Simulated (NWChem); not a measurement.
# C3H5FS (SMILES CC(=S)CF): levels of theory compared

Wanted: a comparison of 4 runs (HF/STO-3G, HF/3-21G, B3LYP/6-31G*) of C3H5FS. 

The results are computed with NWChem 7.3.0.

### Step 1. The molecule

C3H5FS: 10 atoms, total charge 0, spin state singlet. As SMILES, `CC(=S)CF`. The coordinates come from a PBE0-D4/def2-TZVP relaxation. This is one conformer, not always the lowest.

Bond lengths: C1–C2 1.485 Å, C2–S3 1.617 Å, C2–C4 1.503 Å, C4–F5 1.380 Å, C1–H6 1.095 Å, C1–H7 1.087 Å, C1–H8 1.095 Å, C4–H9 1.094 Å, C4–H10 1.094 Å. Some angles: C1–C2–S3 124.6°, C1–C2–C4 116.6°, S3–C2–C4 118.8°, C2–C4–F5 112.5°, C2–C1–H6 109.9°, C2–C1–H7 110.9°, C2–C1–H8 109.9°, C2–C4–H9 109.5°, C2–C4–H10 109.6°, F5–C4–H9 108.3°.

### Step 2. Energy and gradient at HF/STO-3G (run 1)

Contents of m1.xyz:

```xyz
10

C      0.479900    -0.584000     1.053300
C      0.260500    -0.400300    -0.403700
S      0.864200    -1.365000    -1.552700
C     -0.586600     0.771300    -0.813200
F     -1.028400     1.507800     0.266900
H      0.942000     0.314100     1.476700
H      1.102500    -1.454300     1.245000
H     -0.483200    -0.686800     1.564600
H     -1.459900     0.415200    -1.367300
H     -0.008100     1.430700    -1.466600
```

Contents of m1.nw:

```
start m1
memory 2200 mb
geometry units angstroms noautosym nocenter noautoz
load format xyz m1.xyz
end
basis spherical bse
C library STO-3G
S library STO-3G
F library STO-3G
H library STO-3G
end
scf
thresh 1e-08
maxiter 80
print low
end
task scf gradient
```

Command:

```bash
$ nwchem m1.nw > m1.out
```

What it wrote:

```text
[...]
  functions       =    34
[...]
  wavefunction    = RHF
[...]
         Total SCF energy =   -606.285328348399
      One-electron energy =  -1273.414806120757
      Two-electron energy =    450.005011004807
 Nuclear repulsion energy =    217.124466767550
        Time for solution =      1.9s
[...]
                         RHF ENERGY GRADIENTS
    atom               coordinates                        gradient
                 x          y          z           x          y          z
   1 C       0.906880  -1.103600   1.990448    0.002474  -0.006309  -0.033837
   2 C       0.492274  -0.756457  -0.762882   -0.028898   0.046353   0.057671
   3 S       1.633101  -2.579476  -2.934178    0.009010  -0.015096  -0.024582
   4 C      -1.108513   1.457546  -1.536725    0.017821  -0.025781  -0.004165
   5 F      -1.943394   2.849329   0.504368    0.003337  -0.005623  -0.008155
   6 H       1.780122   0.593563   2.790558   -0.001576   0.006544   0.000801
   7 H       2.083423  -2.748229   2.352709    0.001605  -0.002603  -0.002893
   8 H      -0.913116  -1.297864   2.956665   -0.005585   0.003715   0.001040
   9 H      -2.758811   0.784614  -2.583822    0.002797   0.000726   0.006947
  10 H      -0.015307   2.703631  -2.771472   -0.000985  -0.001926   0.007173
[...]
```

Wall time 2.7 s (1 thread of AMD EPYC 9R45 (Zen 5), shared host); peak memory 0.099 GiB.

### Step 3. Energy and gradient at HF/3-21G (run 2)

Contents of c3h5fs.nw:

```
start c3h5fs
title "C3H5FS gradient"
memory stack 880 mb heap 220 mb global 1100 mb

geometry noautosym nocenter noautoz
  C        0.479900      -0.584000       1.053300
  C        0.260500      -0.400300      -0.403700
  S        0.864200      -1.365000      -1.552700
  C       -0.586600       0.771300      -0.813200
  F       -1.028400       1.507800       0.266900
  H        0.942000       0.314100       1.476700
  H        1.102500      -1.454300       1.245000
  H       -0.483200      -0.686800       1.564600
  H       -1.459900       0.415200      -1.367300
  H       -0.008100       1.430700      -1.466600
end

basis "ao basis" spherical bse
  C library 3-21G
  S library 3-21G
  F library 3-21G
  H library 3-21G
end

scf
  thresh 1e-08
  maxiter 80
  print low
end

task scf gradient
```

Command:

```bash
$ nwchem c3h5fs.nw > c3h5fs.out
```

What it wrote:

```text
[...]
  functions       =    59
[...]
  wavefunction    = RHF
[...]
         Total SCF energy =   -610.306613103146
      One-electron energy =  -1273.094033768318
      Two-electron energy =    445.662953897623
 Nuclear repulsion energy =    217.124466767550
        Time for solution =      2.1s
[...]
                         RHF ENERGY GRADIENTS
    atom               coordinates                        gradient
                 x          y          z           x          y          z
   1 C       0.906880  -1.103600   1.990448    0.001294  -0.002744  -0.010970
   2 C       0.492274  -0.756457  -0.762882    0.010996  -0.017130  -0.016090
   3 S       1.633101  -2.579476  -2.934178   -0.013541   0.021438   0.023631
   4 C      -1.108513   1.457546  -1.536725    0.001792  -0.000393   0.022317
   5 F      -1.943394   2.849329   0.504368    0.003065  -0.006065  -0.017178
   6 H       1.780122   0.593563   2.790558    0.001585   0.005201   0.003025
   7 H       2.083423  -2.748229   2.352709    0.004156  -0.005960  -0.000023
   8 H      -0.913116  -1.297864   2.956665   -0.005171   0.000447   0.003415
   9 H      -2.758811   0.784614  -2.583822   -0.008488  -0.001855  -0.003607
  10 H      -0.015307   2.703631  -2.771472    0.004312   0.007062  -0.004520
[...]
```

It took 2.9 s on 1 thread of AMD EPYC 9R45 (Zen 5), shared host; peak memory 0.1 GiB.

### Step 4. Energy and forces at B3LYP/6-31G(d) (spherical functions) (run 3)

Contents of c3h5fs.nw:

```
start c3h5fs
title "C3H5FS gradient"
memory 2200 mb

geometry units bohr noautosym nocenter noautoz
  C    0.90687957  -1.10360006   1.99044853
  C    0.49227366  -0.75645737  -0.76288244
  S    1.63310132  -2.57947616  -2.93417775
  C   -1.10851334   1.45754576  -1.53672528
  F   -1.94339435   2.84932905   0.50436790
  H    1.78012201   0.59356298   2.79055857
  H    2.08342305  -2.74822870   2.35270903
  H   -0.91311566  -1.29786390   2.95666549
  H   -2.75881117   0.78461429  -2.58382253
  H   -0.01530678   2.70363117  -2.77147233
end

basis spherical bse
  * library 6-31G*
end

dft
  xc b3lyp
  grid xfine
  convergence energy 1e-08
  iterations 100
  mulliken
  print medium
end

task dft gradient
```

Command:

```bash
$ nwchem c3h5fs.nw > c3h5fs.out
```

What it wrote:

```text
[...]
          Wavefunction type:  closed shell.
          No. of atoms     :    10
          No. of electrons :    48
[...]
          Charge           :     0
          Spin multiplicity:     1
[...]
          AO basis - number of functions:    84
[...]
              XC Information
              --------------
                         B3LYP Method XC Potential
                     Hartree-Fock (Exact) Exchange  0.200
                        Slater Exchange Functional  0.800 local
                    Becke 1988 Exchange Functional  0.720 non-local
              Lee-Yang-Parr Correlation Functional  0.810
                  VWN I RPA Correlation Functional  0.190 local
[...]
 d= 0,ls=0.0,diis     1   -615.2065099645 -8.32D+02  2.12D-02  9.33D-01     2.4
[...]
 d= 0,ls=0.0,diis    11   -615.3266833013 -3.70D-10  2.43D-07  4.52D-10    22.4
         Total DFT energy =     -615.326683301349
      One electron energy =    -1277.868611460096
           Coulomb energy =      499.776224268147
    Exchange-Corr. energy =      -54.358747303850
 Nuclear repulsion energy =      217.124451194450
[...]
  wavefunction    = closed shell
                         DFT ENERGY GRADIENTS
    atom               coordinates                        gradient
                 x          y          z           x          y          z
   1 C       0.906880  -1.103600   1.990449    0.000101  -0.000514  -0.005112
   2 C       0.492274  -0.756457  -0.762882    0.002214  -0.003436  -0.002833
   3 S       1.633101  -2.579476  -2.934178   -0.006457   0.010242   0.011479
   4 C      -1.108513   1.457546  -1.536725    0.002306  -0.002995   0.003235
   5 F      -1.943394   2.849329   0.504368    0.001878  -0.003319  -0.006323
   6 H       1.780122   0.593563   2.790559   -0.001181  -0.001462  -0.001297
   7 H       2.083423  -2.748229   2.352709   -0.001133   0.001457  -0.001463
   8 H      -0.913116  -1.297864   2.956665    0.001648   0.000515  -0.001486
   9 H      -2.758811   0.784614  -2.583823    0.001262   0.000434   0.001850
  10 H      -0.015307   2.703631  -2.771472   -0.000640  -0.000922   0.001950
[...]
```

Wall time 27 s (1 thread of AMD EPYC 9R45 (Zen 5), shared host); peak memory 0.15 GiB.

### Step 5. Energy and gradient at B3LYP/6-31G(d) (Cartesian functions) (run 4)

Contents of mymol.nw:

```
start mymol
title "C3H5FS"
memory total 2200 mb
geometry noautosym nocenter noautoz
C        0.479900      -0.584000       1.053300
C        0.260500      -0.400300      -0.403700
S        0.864200      -1.365000      -1.552700
C       -0.586600       0.771300      -0.813200
F       -1.028400       1.507800       0.266900
H        0.942000       0.314100       1.476700
H        1.102500      -1.454300       1.245000
H       -0.483200      -0.686800       1.564600
H       -1.459900       0.415200      -1.367300
H       -0.008100       1.430700      -1.466600
end
basis cartesian
C library 6-31G*
S library 6-31G*
F library 6-31G*
H library 6-31G*
end
dft
xc b3lyp
grid xfine
convergence energy 1e-08
maxiter 100
mulliken
end
task dft gradient
```

Command:

```bash
$ nwchem mymol.nw > mymol.out
```

What it wrote:

```text
[...]
          Wavefunction type:  closed shell.
          No. of atoms     :    10
          No. of electrons :    48
[...]
          Charge           :     0
          Spin multiplicity:     1
[...]
          AO basis - number of functions:    89
[...]
              XC Information
              --------------
                         B3LYP Method XC Potential
                     Hartree-Fock (Exact) Exchange  0.200
                        Slater Exchange Functional  0.800 local
                    Becke 1988 Exchange Functional  0.720 non-local
              Lee-Yang-Parr Correlation Functional  0.810
                  VWN I RPA Correlation Functional  0.190 local
[...]
 d= 0,ls=0.0,diis     1   -615.2097628576 -8.32D+02  2.12D-02  1.10D+00     2.5
[...]
 d= 0,ls=0.0,diis    11   -615.3327576651 -8.93D-10  2.26D-07  5.63D-10    23.7
         Total DFT energy =     -615.332757665050
      One electron energy =    -1277.781170789605
           Coulomb energy =      499.634369942025
    Exchange-Corr. energy =      -54.310423585021
 Nuclear repulsion energy =      217.124466767550
[...]
  wavefunction    = closed shell
                         DFT ENERGY GRADIENTS
    atom               coordinates                        gradient
                 x          y          z           x          y          z
   1 C       0.906880  -1.103600   1.990448    0.000062  -0.000450  -0.005028
   2 C       0.492274  -0.756457  -0.762882    0.002315  -0.003612  -0.003144
   3 S       1.633101  -2.579476  -2.934178   -0.006488   0.010295   0.011575
   4 C      -1.108513   1.457546  -1.536725    0.002167  -0.002766   0.003511
   5 F      -1.943394   2.849329   0.504368    0.002020  -0.003556  -0.006665
   6 H       1.780122   0.593563   2.790558   -0.001159  -0.001417  -0.001279
   7 H       2.083423  -2.748229   2.352709   -0.001099   0.001411  -0.001433
   8 H      -0.913116  -1.297864   2.956665    0.001600   0.000511  -0.001464
   9 H      -2.758811   0.784614  -2.583822    0.001213   0.000450   0.001916
  10 H      -0.015307   2.703631  -2.771472   -0.000632  -0.000866   0.002012
[...]
```

It took 29 s on 1 thread of AMD EPYC 9R45 (Zen 5), shared host; peak memory 0.15 GiB.

### Step 6. All runs side by side

```csv
run,level,iteration cap,module,energy (Eh),largest force (eV/Å),wall time
1,HF/STO-3G,80,scf,-606.285328,4.085,2.7 s
2,HF/3-21G,80,scf,-610.306613,1.782,2.9 s
3,B3LYP/6-31G* (spherical functions),100,dft,-615.326683,0.858,27 s
4,B3LYP/6-31G* (Cartesian functions),100,dft,-615.332758,0.864,29 s
```

### Step 7. Outcome

| quantity | value |
| --- | --- |
| run 4: total energy | -615.33276 Eh |
| run 4: dipole moment | 1.34 D |
| run 4: HOMO energy | -6.24 eV |
| run 4: LUMO energy | -2.19 eV |
| run 4: HOMO–LUMO gap | 4.05 eV |
| run 4: largest force on an atom | 0.864 eV/Å |

**Reading.** In run 1 the basis is minimal, so the values are rough. All runs together took 62 s, the longest 29 s.
